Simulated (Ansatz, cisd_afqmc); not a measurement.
Species: N$_{2}$H, charge 0, doublet. N2H (SMILES [N]=N, doublet).
NHTBH set geometry:
```xyz
3

N     -0.6595    -0.0624     0.0000
N      0.5187    -0.0624     0.0000
H      0.9855     0.8742     0.0000
```
Charge 0, spin multiplicity 2.

Total energies in aug-cc-pVDZ, 11 correlated electrons, 2 frozen orbitals. Open shells are spin-unrestricted; no spin-orbit coupling. Cores are frozen in correlated methods. No relativity. AFQMC/CISD: phaseless, guided by CISD from CCSD amplitudes; bars are statistical, one sigma. Outlying blocks are dropped, and bars are widened where a walk drifts. Over all cases where full CI ran beside it in this data, AFQMC minus full CI had a median of +0.1 mEh and passed +0.4 mEh in a tenth of the cases. The UHF reference of HN2 ([N]=N, doublet) is spin-contaminated (<S^2> up to 0.13 over the pure value in the sets run).

```json
[
 {"method": "HF", "program": "Ansatz", "energy (Eh)": "-109.44731", "minus CCSDT(Q) (mEh)": "341.43"},
 {"method": "MP2", "program": "Ansatz", "energy (Eh)": "-109.74614", "minus CCSDT(Q) (mEh)": "42.60"},
 {"method": "CCSD", "program": "Ansatz", "energy (Eh)": "-109.77349", "minus CCSDT(Q) (mEh)": "15.25"},
 {"method": "CCSD(T)", "program": "Ansatz", "energy (Eh)": "-109.78642", "minus CCSDT(Q) (mEh)": "2.32"},
 {"method": "CCSDT(Q)", "program": "Ansatz", "energy (Eh)": "-109.78874", "minus CCSDT(Q) (mEh)": "0.00"},
 {"method": "AFQMC/CISD", "program": "cisd_afqmc", "energy (Eh)": "-109.7879 ± 0.0003", "minus CCSDT(Q) (mEh)": "0.8 ± 0.3"}
]
```

Rough core times of Ansatz's runs on a shared machine: CCSD(T) under 20 s, CCSDT(Q) 40 s.

Ansatz is a quantum-chemistry and plane-wave program.
